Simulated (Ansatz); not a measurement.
# SiH3 (doublet): the correlation ladder at distance H1–H2 along a hydrogen transfer = 0.836 Å, cc-pVTZ

An exercise on one series of results from a longer session: the logs are not shown, and one member is left open.

Program: Ansatz 0.2.0, Gaussian basis. Level of theory: cc-pVTZ, core rule «outside noble gas», up to 5 orbitals frozen. These are calculated values, not measurements.

Plan: UHF; CCSD(T) on ROHF; CCSD(T) on UHF; BCCD(T) on ROHF; CISD; CCSDT(Q) on ROHF; CCSDT(Q) on UHF; CASSCF and NEVPT2, 7 electrons in 7 orbitals.

5 further runs of the same task are left out: 5 that didn't finish.

### The system

The geometry derives from fragments relaxed apart (PBE0/def2-TZVP) and kept rigid, so it is no stationary point. A hydrogen atom is moved between rigid fragments.

4 atoms, charge 0, spin multiplicity 2.

Atoms are counted from 1 here; the program's logs count them from 0.

Bond lengths: H1–H2 0.836 Å, Si3–H4 1.532 Å.

Set-up of the first run:

The input, in.yaml:

```yaml
crystal:
  periodic: [false, false, false]
  atoms:
    - {symbol: H, position_ang: [-2.680936, 0.047936, 0.000000]}
    - {symbol: H, position_ang: [-1.844936, 0.047936, 0.000000]}
    - {symbol: Si, position_ang: [0.143064, 0.047936, 0.000000]}
    - {symbol: H, position_ang: [0.539498, -1.431577, 0.000000]}
basis:
  gaussian: {orbitals: cc-pVTZ}
magnetization: {spin_polarized: true, initial_magnetization: 1}
hamiltonian: {xc: hf}
output: {orbitals: {seedname: orbitals}}
```

Run with:

```bash
$ ansatz run in.yaml --threads 1 --pin off --events-out ev --progress --plain --max-ram 2393MiB
```

Among the steps run: UHF; CCSD(T) on ROHF; CCSD(T) on UHF; BCCD(T) on ROHF; CISD; CCSDT(Q) on ROHF; CCSDT(Q) on UHF; CASSCF and NEVPT2, 7 electrons in 7 orbitals.

One table of the session follows, with a row left open; its other results are not shown here.

It belongs to the step «Misses and costs». 

| method | from UCCSDT(Q) (kcal/mol) |
| --- | --- |
| ROHF | +101.10 |
| UHF | +97.90 |
| RMP2 | +22.37 |
| UMP2 | ? |
| CISD | +8.55 |
| RCCSD | +3.38 |
| UCCSD | +3.26 |
| RCCSD(T) | +0.69 |
| UCCSD(T) | +0.69 |
| BCCD(T) | +0.70 |
| RCCSDT | +0.10 |
| UCCSDT | +0.08 |
| RCCSDT(Q) | +0.02 |
| UCCSDT(Q) | 0 |
| CASSCF valence | +66.12 |
| NEVPT2 valence | +19.78 |

Q: Estimate the row for UMP2 from the others.

**Answer.** from UCCSDT(Q) (kcal/mol): +23.31. In the column «from UCCSDT(Q) (kcal/mol)» it lies between RMP2 (+22.37) and CASSCF valence (+66.12).

Caveats from the session: Restricted and unrestricted rows rest on different reference determinants; where their highest levels disagree by more than a few hundredths of an eV, they describe different states and don't form one ladder.
